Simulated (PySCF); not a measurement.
C₃H₆O, SMILES CC(C)=O.

Geometry: B3LYP-D3(BJ)/def2-SVP.

These are PBE/def2-TZVP run with PySCF values and carry that method's errors.

Isolated molecule, no solvent.

```
Quantity                                                                                                       Result
---------------------------------------------------------------------------------------------  ----------------------
total energy                                                                                       -192.98782 hartree
point group                                                                                                        C2
highest occupied level                                                                                       -5.63 eV
lowest empty level                                                                                           -1.57 eV
orbital gap                                                                                                   4.06 eV
dipole moment                                                                                                  2.85 D
quadrupole, principal values (traceless, Buckingham form, about the centre of nuclear charge)   -4.69, 2.08, 2.61 D·Å
mean static polarisability                                                                       41.7 bohr³ (6.18 Å³)
polarisability, principal values                                                               33.1, 45.8, 46.2 bohr³
```
